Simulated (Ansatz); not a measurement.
Cartesian coordinates (Å):
SMILES: [CH-]=O
```xyz
3

C     -0.0784    -0.4657     0.0000
O      1.0328     0.0692     0.0000
H     -0.9544     0.3966     0.0000
```
Charge -1, spin multiplicity 1.

These are Ansatz (a quantum-chemistry and plane-wave program) with frozen-core CCSD(T)/aug-cc-pVTZ // B3LYP-D3(BJ)/def2-TZVPD values and carry that method's errors.

* **HF energy**: -113.26267 Ha
* **MP2 correlation energy**: -0.41083 Ha

**Question.** Estimate the CCSD correlation energy, the (T) correction, the total energy and the T1 diagnostic.

**Answer.** 
| Quantity | Result |
|---|---|
| CCSD correlation energy | -0.41698 Ha |
| (T) correction | -0.02040 Ha |
| CCSD(T) total energy | -113.70006 Ha |
| T1 diagnostic | 0.020 |
